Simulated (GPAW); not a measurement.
# PH (SMILES [PH]), run twice

Wanted: the charge distribution of PH, UPBE/dzp (scalar-relativistic datasets).

Program for the calculation: GPAW 26.7.0.

7 further runs of the same task are left out: 1 that didn't finish, 6 set aside as unsound or not needed.

## (1) The structure to begin with

PH: 2 atoms, total charge 0, spin state triplet. As SMILES, `[PH]`. The coordinates come from a GFN2-xTB relaxation.

Bond lengths: P1–H2 1.399 Å.

## (2) The input as first written

The input, hp.xyz:

```xyz
2

P      0.000000     0.000000     0.000000
H      0.000000     0.000000     1.399070
```

The input, run.py:

```python
import numpy as np
from ase.io import read
from ase.units import Debye
from gpaw import GPAW

atoms = read('hp.xyz')
atoms.center(vacuum=4.5)
atoms.set_initial_magnetic_moments([2.0, 0.0])

dft = GPAW(mode='lcao',
           basis='dzp',
           h=0.2,
           xc='PBE',
           occupations={'name': 'fermi-dirac', 'width': 0.02, 'fixmagmom': True},
           nbands=2,
           maxiter=69,
           symmetry='off',
           txt='-')
atoms.calc = dft

energy = atoms.get_potential_energy()
print(f'Energy = {energy:.5f} eV')
forces = atoms.get_forces()
print('Forces (eV/Ang)')
for symbol, f in zip(atoms.symbols, forces):
    print(f'{symbol:2} {f[0]:9.4f} {f[1]:9.4f} {f[2]:9.4f}')
dipole = atoms.get_dipole_moment() / Debye
print(f'Dipole                  {np.linalg.norm(dipole):.3f} D')
```

Run with:

```
$ python run.py
```

The log of the run:

```text
__  _  _
 | _ |_)|_||  |
 |__||  | ||/\| - 26.7.0

units:  Angstrom and eV
cores:  1
OpenMP: False

Versions:
  Python: 3.12.14
  ASE:    3.29.0
  Numpy:  2.5.5
  Scipy:  1.18.1
  Libxc:  7.0.0

        _gpaw.cpython-312-aarch64-linux-gnu.so

Input parameters:
  mode=LCAO(),
  basis={'default': 'dzp'},
  h=0.2,
  maxiter=69,
  nbands=2,
  occupations=Occupations(name='fermi-dirac', width=0.02, fixmagmom=True),
  symmetry=Symmetry(point_group=False, time_reversal=False),
  xc=XC(name='PBE')
ValueError: Too few bands!  Electrons: 6.0, bands: 2
```

Wall time 0.76 s (1 thread of Arm Neoverse V1, shared host); peak memory 0.099 GiB.

## (3) What went wrong

The program refused the input.

The telling line is `ValueError: Too few bands!  Electrons: 6.0, bands: 2`. What is wrong: too few bands are asked for. To mend it: number of bands at its default in place of 2.

## (4) The mended input

The input, gs.xyz:

```xyz
2

P      0.000000     0.000000     0.000000
H      0.000000     0.000000     1.399070
```

The input, gs_sp.py:

```python
import numpy as np
from ase.io import read
from ase.units import Debye
from gpaw import GPAW

# Geometry
atoms = read('gs.xyz')
atoms.center(vacuum=4.5)
atoms.set_initial_magnetic_moments([2.0, 0.0])

# GPAW settings
calculator = GPAW(mode='lcao',
                  xc='PBE',
                  h=0.2,
                  occupations={'name': 'fermi-dirac', 'width': 0.02, 'fixmagmom': True},
                  basis='dzp',
                  symmetry='off',
                  maxiter=100,
                  txt='-')
atoms.calc = calculator

energy = atoms.get_potential_energy()
print(f'Energy                  {energy:.5f} eV')
forces = atoms.get_forces()
print('Forces (eV/Ang)')
for symbol, f in zip(atoms.symbols, forces):
    print(f'{symbol:2} {f[0]:9.4f} {f[1]:9.4f} {f[2]:9.4f}')
dipole = atoms.get_dipole_moment() / Debye
print(f'Dipole: {np.linalg.norm(dipole):.3f} D')
```

Run with:

```
$ python gs_sp.py
```

The log of the run:

```text
[...]
Number of symmetries: 1
[...]
  Number of IBZ points: 1
[...]
basis functions: 18
Spin-components: 2 (collinear spins)
Bands:           5
[...]
  Valence electrons: 6.0
[...]
  Grid points: [44 44 52]
  Charge: 0.0  # |e|
[...]
    cutoffs:
[...]
occupation numbers:
  Fixed magnetic moment: 2.000
[...]
xc functional:
  name: PBE with 2 nearest neighbor stencil
[...]
|iter     |     time |      energy | eigst |  dens |  magmom |
[...]
|iter:   1| 00:00:02 |   -5.742030 |      c|       |  +1.9986|
[...]
|iter:  10| 00:00:06 |   -5.790252c|      c| -4.82c|  +2.0000|
Converged in 10 steps
[...]
Energy contributions relative to reference atoms: (reference = -9315.403821)
Energy contributions:
  Kinetic:          10.027361
  Coulomb:          -9.391963
  Zero:             -0.013261
  External:          0.000000
  Xc:               -6.412389
  Entropy:          -0.000000
  Spinorbit:         0.000000
  ----------------------------
  Free energy:      -5.790252
  Extrapolated:     -5.790252
dipole moment: (0.000000, -0.000000, 0.107145)  # |e|*Ang
Total magnetic moment: (0.000000, 0.000000, 2.000001)
Local magnetic moments
|        x |        y |         z |
|----------|----------|-----------|
| 0.000000 | 0.000000 |  0.696746 |  # P    0
| 0.000000 | 0.000000 | -0.011888 |  # H    1
Fermi levels: -2.015, -5.017
Eigenvalues  # (at kpt = [0.000, 0.000, 0.000])
| band index |      eig [eV] | occ [0-1] |      eig [eV] | occ [0-1] |
|------------|---------------|-----------|---------------|-----------|
|          0 |       -15.211 |     1.000 |       -13.725 |     1.000 |
|          1 |        -8.221 |     1.000 |        -7.544 |     1.000 |
|          2 |        -5.820 |     1.000 |        -3.548 |     0.000 |
|          3 |        -5.820 |     1.000 |        -3.548 |     0.000 |
|          4 |         0.980 |     0.000 |         1.608 |     0.000 |
Gap: 4.528 eV
Transition (v -> c):
[...]
Force computation time: 0.067  # s
Forces (eV/Ang)
P     0.0000   -0.0000   -1.2733
H    -0.0000    0.0000    1.2488
Dipole: 0.515 D
```

Run time: 6.5 s. Hardware: 1 thread of Arm Neoverse V1, shared host; peak memory 0.41 GiB.

## (5) Outcome

Level: UPBE/dzp (scalar-relativistic datasets).

| quantity | value |
| --- | --- |
| energy as printed (from the program's reference atoms) | -5.7903 eV |
| dipole moment | 0.51 D |
| HOMO energy (highest over α and β) | -5.82 eV |
| LUMO energy (lowest over α and β) | -3.55 eV |
